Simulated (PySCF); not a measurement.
## Dipole moment and polarisability of (H2B-mu-H)3

Species: (H2B-mu-H)3.
Geometry (PBE0-D3(BJ)/def2-SVP, Å), atoms numbered from 1 in this order:
```xyz
12
B3H9 angstrom
B      0.1013    0.7584   -0.8475
H      1.1881    1.2457   -1.0143
H     -0.7944    1.0693   -1.5953
H     -0.2180    1.3203    0.3055
B     -0.5666    0.2382    0.9333
H     -1.6896   -0.1451    0.7667
H     -0.3087    0.7613    1.9959
H      0.3901   -0.6150    1.1470
B      0.4909   -1.0400   -0.1033
H      1.6915   -1.1307   -0.1086
H     -0.1641   -2.0441   -0.2348
H     -0.0050   -0.5011   -1.1935
```

Level: CAM-B3LYP/def2-SVPD (PySCF), static field, nuclei fixed, core orbitals frozen in the response. The polarisability tensor in these axes (au):

```
x   49.42 -2.35 -2.62
y   -2.35 53.80 -0.96
z   -2.62 -0.96 53.82
```

Problem. Give the principal values, the mean and the anisotropy Δα = √{½[(α1 − α2)² + (α2 − α3)² + (α1 − α3)²]}.

Solution. Principal values 47.22, 54.73 and 55.09 au; mean 52.35 au = 7.76 Å³ = 8.63 × 10⁻⁴⁰ C²·m²/J; Δα = 7.70 au (15 % of the mean).

Problem. What is the dipole moment, and where does it point?

Solution. (0.01, 0.20, 0.36) D, 0.41 D in size, pointing from the negative to the positive side. Measured along this direction, the outermost atoms are H12 and H11 at the negative end and H7 at the positive end.

Problem. In TDDFT the mean static polarisability is Σ f/ω² over all singlet excitations (ω in hartree). How much of it do the 10 lowest give? Their energies (eV) and oscillator strengths: 8.57, 0.0070; 8.74, 0.0094; 8.95, 0.0070; 8.98, 0.0065; 9.12, 0.0114; 9.26, 0.0255; 9.35, 0.0658; 9.43, 0.0535; 9.50, 0.0159; 9.58, 0.0488.

Solution. They add up to 2.13 au, 4.1 % of the 52.35 au; the largest single term is 0.56 au, from the state at 9.35 eV. Terms in order: 0.07, 0.09, 0.06, 0.06, 0.10, 0.22, 0.56, 0.45, 0.13, 0.39 au. Higher excitations give the rest. The strengths listed sum to 0.251.

Problem. In a dilute gas of rigid molecules at 298 K, how does the orientational term μ²/3kT compare with the electronic polarisability?

Solution. In Gaussian units μ²/3kT = 1.39 Å³ against 7.76 Å³, a ratio of 0.18; the Debye molar polarisation (4π/3)N_A(α + μ²/3kT) is 23.1 cm³/mol, leaving out the vibrational part.

Problem. What depolarisation ratio follows for Rayleigh scattering of linearly polarised light, taking the static tensor?

Solution. ρ = 3Δα²/(45ᾱ² + 4Δα²) = 177.8/(123309 + 237.1) = 0.00144.

Problem. Estimate the molar refractivity from the static electronic polarisability.

Solution. Lorentz–Lorenz: R = (4π/3)N_A α = 2.5225 cm³/(mol·Å³) × 7.76 Å³ = 19.6 cm³/mol, in the limit of long wavelengths.

Problem. Find the Langevin capture rate constant for O2+ (31.990 u) meeting this molecule (42.098 u), k = 2.342 × 10⁻⁹ cm³/s × √(α in Å³ / reduced mass in u).

Solution. The reduced mass is 18.18 u, so k = 1.53 × 10⁻⁹ cm³/s. The formula leaves out the permanent dipole, which adds to the capture rate.

Geometry: PBE0-D3(BJ)/def2-SVP; no solvent, vibrations or thermal averaging.
